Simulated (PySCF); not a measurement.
Gas-phase reaction: 2 SiOCl2 + O2 = 2 SiO2 + 4 Cl

Method: PySCF energies plus ideal-gas RRHO corrections (1 bar). † marks an energy on the PBE0/def2-TZVP geometry and frequencies; other levels use their own. CCSD(T) freezes the core. 6-31G* has spherical d functions here. Open shells (unrestricted): O2 (multiplicity 3), Cl (multiplicity 2, electronic degeneracy 6); the rest are closed-shell singlets. Spin-orbit splitting is ignored; it lowers the true energy and changes the entropy of Cl. B3LYP is the form with VWN-RPA correlation. SiOCl2: computed as isolated molecules; such fragments, hydroxides, amides, oligomers or adducts are transient or little studied in the gas. CCSD(T) isn't extrapolated to the basis-set limit; its ΔH°(298 K) is 781.2 kJ in def2-SVP and 818.1 kJ in def2-TZVPP. The harmonic model lacks anharmonicity and excited electronic states, which grow with temperature; levels with a mode under 35 cm⁻¹ are left out. Warning, large T1 diagnostic: SiO2 (CCSD(T)/def2-SVP†, CCSD(T)/def2-TZVPP†).

| level | ΔE electronic, kJ | ΔH°(298 K), kJ | ΔS°(298 K), J/K | ΔG°(600 K), kJ |
|---|---|---|---|---|
| B3LYP/6-31G* | 834 | 832 | 328 | 634 |
| B3LYP/def2-TZVP† | 825 | 822 | 328 | 624 |
| CCSD(T)/def2-SVP† | 784 | 781 | 328 | 583 |
| CCSD(T)/def2-TZVPP† | 821 | 818 | 328 | 620 |
| HF/def2-TZVP† | 672 | 669 | 328 | 471 |
| PBE0/def2-SVP† | 940 | 937 | 328 | 740 |
| LDA/def2-TZVP† | 1079 | 1076 | 328 | 878 |
ΔH° is lowest at HF/def2-TZVP† and highest at LDA/def2-TZVP†. No reference value is set beside these.
